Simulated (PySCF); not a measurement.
Reaction (SMILES): CS (CH3-SH) → S[CH2-] + H+
B3LYP-D3(BJ)/def2-TZVP geometries, fixed; electronic energies without zero-point terms.

Effect of the grid level at wB97M-V/def2-TZVP with PySCF, against the last row, where the deprotonation energy is 404.05 kcal/mol. The proton leaves the site shown, which need not be the most acidic.

| setting | grid points, largest species | largest shift of a total energy (mEh) | shift of the deprotonation energy (kcal/mol) |
|---|---|---|---|
| grids.level: 0 | 5192 | -6.735 | 0.444 |
| grids.level: 1 | 21384 | -0.027 | -0.010 |
| grids.level: 2 | 44448 | 0.002 | 0.000 |
| grids.level: 3 | 72232 | -0.001 | 0.001 |
| grids.level: 4 | 120136 | 0.000 | 0.000 |
| grids.level: 5 | 180192 | 0.000 | 0.000 |
| grids.level: 7 | 372528 | 0.000 | 0.000 |

Within 0.3 kcal/mol in the deprotonation energy: grids.level: 1; grids.level: 2; grids.level: 3; grids.level: 4; grids.level: 5. The largest shift is 6.735 mEh in a total energy and 0.444 kcal/mol in the difference.
